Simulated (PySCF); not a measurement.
HS, SMILES [SH] (connectivity only; charge and spin as stated), charge -1, multiplicity 1. Geometry: PBE-D3(BJ)/def2-TZVPD. The spin state was assumed, not searched.

Method: PBE-D3(BJ)/def2-TZVPD run with PySCF.

Harmonic wavenumbers (cm⁻¹): 2581. Rotational constants (GHz): 280.9 (linear); symmetry number 1.

Task: Work out the zero-point energy and the ideal-gas rigid-rotor harmonic-oscillator thermochemistry at 298.15 K and 1 atm.

Result: ZPE = ½ Σ hcν = ½ × 2581 cm⁻¹ = 15.44 kJ/mol. H − E(el) = 24.11 kJ/mol. Entropy in J/(mol K): translation 152.38, rotation 34.06, vibration 0.00, total 186.44. G − E(el) = -31.47 kJ/mol. Cp = 29.11 J/(mol K).
